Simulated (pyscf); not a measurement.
**Four-centre exchange: H₃C–CH=NH + hydrogen (H₂) -> H₃C–CH=NH + hydrogen (H₂)**

Gas phase, singlet surface, charge 0. Bonds broken: C1–H4, H9–H10. Bonds formed: C1–H9, H4–H10. Single points on ωB97X-D3(BJ)/def2-SVP structures (PySCF, gas phase).

Transition state (Å):

```xyz
10

C     -0.8445     0.2018     0.1146
C      0.3301    -0.6721    -0.1079
N      0.7450    -1.1030    -1.2333
H     -2.5207     0.4591     0.4062
H     -1.0515     0.4715     1.1414
H     -1.3828     0.4851    -0.7827
H      0.8955    -0.9753     0.7903
H      0.1370    -0.7522    -1.9857
H     -1.5917     1.7457     0.2553
H     -2.5218     1.4485     0.4125
```

One imaginary mode, 1909i cm⁻¹; descent along it reached the two sides named.

| bond | change | reactant side (Å) | saddle | product side |
|---|---|---|---|---|
| C1–H4 | breaks | 1.103 | 1.721 | 3.8 |
| H9–H10 | breaks | 0.760 | 0.989 | 2.9 |
| C1–H9 | forms | 3.8 | 1.721 | 1.106 |
| H4–H10 | forms | 2.9 | 0.989 | 0.760 |

Electronic energies relative to the separated reactants (kJ/mol):

| level | barrier | reaction energy | reverse barrier |
|---|---|---|---|
| ωB97X-D3(BJ)/def2-TZVP | 478.6 | 0.0 | 478.6 |
| PBE/def2-TZVP | 412.7 | 0.0 | 412.7 |
| r²SCAN/def2-TZVP | 437.5 | 0.0 | 437.5 |
| B3LYP-D3(BJ)/def2-TZVP | 448.1 | 0.0 | 448.1 |
| PBE0-D3(BJ)/def2-TZVP | 444.7 | 0.0 | 444.7 |
| M06-2X/def2-TZVP | 478.6 | 0.0 | 478.6 |
| ωB97M-D3(BJ)/def2-TZVP | 461.5 | 0.0 | 461.5 |
| HF/def2-TZVP | 581.4 | 0.0 | 581.4 |

With ωB97M-D3(BJ)/def2-TZVP energies and thermal terms (ideal gas, 1 atm, RRHO with modes under 100 cm⁻¹ raised to 100, one conformer, R ln 2 for chiral ones without a mode under 150 cm⁻¹), in kJ/mol:

```
T (K)    ΔH‡    ΔG‡   ΔH   ΔG
-----  -----  -----  ---  ---
298    453.8  489.7  0.0  0.0
600    451.3  527.4  0.0  0.0
900    452.1  565.4  0.0  0.0
1200   454.1  602.8  0.0  0.0
```

The same reactants have a lower exit, to CH₄ + H₂C=NH (barrier +396.7 kJ/mol at ωB97M-D3(BJ)/def2-TZVP, against +461.5 kJ/mol here). Another saddle between the same species, by other bonds, lies lower (265.0 kJ/mol against 461.5 kJ/mol at ωB97M-D3(BJ)/def2-TZVP).
